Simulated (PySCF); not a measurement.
Problem. What does the GFN2-xTB structure of `C=C1C[C@@H]1NC` look like in three dimensions?

Solution. 
Z-matrix in Å and degrees, rows numbered from 1:
```
C 
C   1  1.3075
C   2  1.4647  1  149.03
C   2  1.4668  1  148.43  3  -178.13
N   4  1.4346  2  118.73  3  -106.26
C   5  1.4487  4  112.88  2   159.89
H   1  1.0785  2  121.65  3    -1.23
H   1  1.0786  2  121.79  3   178.72
H   3  1.0808  2  119.44  4  -107.81
H   3  1.0802  2  117.52  4   106.54
H   4  1.0963  2  117.29  3   105.82
H   5  1.0161  4  110.23  2   -76.29
H   6  1.1014  5  113.53  4    59.43
H   6  1.0887  5  109.00  4  -179.14
H   6  1.0902  5  108.53  4   -60.86
```

The 3-membered ring C2–C3–C4 has internal angles of 58.7° to 62.5°. The 4 C–C bonds span 1.308 Å (C1=C2, drawn double) to 1.522 Å (C3–C4, drawn single), a spread of 0.214 Å. N5 (secondary amine nitrogen) is pyramidal (angles 112.9°, 110.3° and 110.2°, sum 333.4°, 0.39 Å off the plane of its three neighbours).

Structure optimised with GFN2-xTB, isolated species.

Point group: C1 (no symmetry element, even within 0.4 Å). Not checked by GFN2-xTB frequencies. The numbers are those of one conformer (C3–C4–N5–C6 92°).

These are computed values.
